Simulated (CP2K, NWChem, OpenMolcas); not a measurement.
Si2H6 (SMILES [SiH3][SiH3]): the HOMO–LUMO gap, rung by rung

Si2H6: 8 atoms, total charge 0, spin state singlet. SMILES: `[SiH3][SiH3]`. The coordinates come from a PBE0-D4/def2-TZVP relaxation.

Each level gives the HOMO–LUMO gap (eV). The values are calculated.

| level | kind | program | value (eV) | CPU time |
| --- | --- | --- | --- | --- |
| PM6 | semi-empirical | CP2K | 8.77 | under 2 s |
| HF/aug-cc-pVDZ | Hartree–Fock | OpenMolcas | 12.08 | 12 s |
| SVWN5/aug-cc-pVDZ | LDA | NWChem | 6.61 | 49 s |
| revPBE/aug-cc-pVDZ | GGA | NWChem | 6.63 | 41 s |
| r2SCAN/aug-cc-pVDZ | meta-GGA | NWChem | 7.39 | 50 s |
| B3LYP/aug-cc-pVDZ | global hybrid | OpenMolcas | 7.86 | 40 s |
| BHLYP/aug-cc-pVDZ | global hybrid | NWChem | 9.63 | 62 s |
| wB97X/aug-cc-pVDZ | range-separated hybrid | NWChem | 11.85 | 3.2 min |
| B2PLYP/aug-cc-pVDZ | double hybrid | OpenMolcas | 9.69 | 28 s |

The values span 6.61 to 12.08 eV. Orbital gaps aren't excitation energies, and those of double hybrids come from the SCF part alone; they tend to grow with the share of exact exchange. Times are those of the runs behind each value, whatever else they computed, on shared processors of several kinds: orders of magnitude only.
